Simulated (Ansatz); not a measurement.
SiH3O (SMILES O[SiH2]): methods side by side

The species is SiH3O (5 atoms), meant as a doublet with charge 0. SMILES: `O[SiH2]`. Geometry: relaxed at GFN2-xTB. This is one conformer, not always the lowest.

| atom | x (Å) | y (Å) | z (Å) |
| --- | --- | --- | --- |
| O | 0.5573 | -0.4338 | 0.7985 |
| Si | 0.0019 | 0.3419 | -0.5339 |
| H | 0.7257 | -1.3707 | 0.8148 |
| H | -1.2448 | -0.2536 | -1.0008 |
| H | -0.0401 | 1.7160 | -0.0786 |

Each level gives the energy change with the Si2–H5 bond stretched from 1.448 to 3.621 Å (eV). The values are calculated.

```json
{"level": "UHF/STO-3G", "kind": "Hartree–Fock", "program": "Ansatz", "value (eV)": "3.56", "CPU time (all runs)": "0.34 s"}
{"level": "UPBE/STO-3G", "kind": "GGA", "program": "Ansatz", "value (eV)": "3.91", "CPU time (all runs)": "3.5 s"}
{"level": "U-r2SCAN0/STO-3G", "kind": "hybrid meta-GGA", "program": "Ansatz", "value (eV)": "4.08", "CPU time (all runs)": "10 s"}
{"level": "UB3LYP/STO-3G", "kind": "global hybrid", "program": "Ansatz", "value (eV)": "3.96", "CPU time (all runs)": "3.6 s"}
{"level": "UBHLYP/STO-3G", "kind": "global hybrid", "program": "Ansatz", "value (eV)": "3.99", "CPU time (all runs)": "3.6 s"}
{"level": "UHSE06/STO-3G", "kind": "range-separated hybrid", "program": "Ansatz", "value (eV)": "3.98", "CPU time (all runs)": "5 s"}
{"level": "UB2PLYP/STO-3G", "kind": "double hybrid", "program": "Ansatz", "value (eV)": "3.78", "CPU time (all runs)": "4.9 s"}
{"level": "RPA@PBE/STO-3G", "kind": "RPA", "program": "Ansatz", "value (eV)": "3.42", "CPU time (all runs)": "4.5 s"}
{"level": "UMP2/STO-3G", "kind": "perturbation theory", "program": "Ansatz", "value (eV)": "3.54", "CPU time (all runs)": "0.36 s"}
{"level": "UBCCD(T)/STO-3G", "kind": "coupled cluster or CI", "program": "Ansatz", "value (eV)": "3.47", "CPU time (all runs)": "0.65 s"}
```

The first shape isn't each level's own minimum. The values span 3.42 to 4.08 eV. Spin contamination of the reference (⟨S²⟩ at least 0.1 too high) touches UHF/STO-3G, UMP2/STO-3G, UBCCD(T)/STO-3G. All rows use very small basis sets, so none should be taken for the real molecule's value. Times are those of the runs behind each value, whatever else they computed, on shared processors of several kinds: orders of magnitude only.
